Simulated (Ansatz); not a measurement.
Consider the hydrogenolysis of a P–Si bond: `[AlH2][SiH2]P` + H₂ → PH₃ + `[AlH2][SiH3]`.

Program: Ansatz. Geometries: PBE0-D4/def2-TZVP. ΔE: electronic, gas phase. CBS: MP2 limit from def2 TZ/QZ plus the TZ coupled-cluster correction, frozen cores. This one scheme is used for every species. DFT in def2-TZVPP. Each species was taken in one conformer, which may not be the lowest.

| level | ΔE (kcal/mol) |
| --- | --- |
| r2SCAN0-D4 | 1.0 |
| ωB97M-V | -0.4 |
| PBE-QIDH | 0.6 |
| MP2/CBS(def2) | 2.6 |

(1) What does CCSD(T)/CBS give? (Best estimate.)

Largest T1 diagnostic among the species: 0.014.

## Answers

(1) The calculation gave: +0.7 kcal/mol. The listed levels differ from it by 0.3, -1.1, -0.1, 1.9 kcal/mol.

Leaving LDA and LC-ωPBE aside and taking each functional with its dispersion term where it has one, the values, not all of them listed here, spread over 5.5 kcal/mol, from CAM-B3LYP-D4 to revPBE-D4. In def2-TZVPP, CCSD(T) changes the Hartree–Fock value by +6.1 kcal/mol (the triples alone add +1.4 kcal/mol) and MP2 by +7.9 kcal/mol.
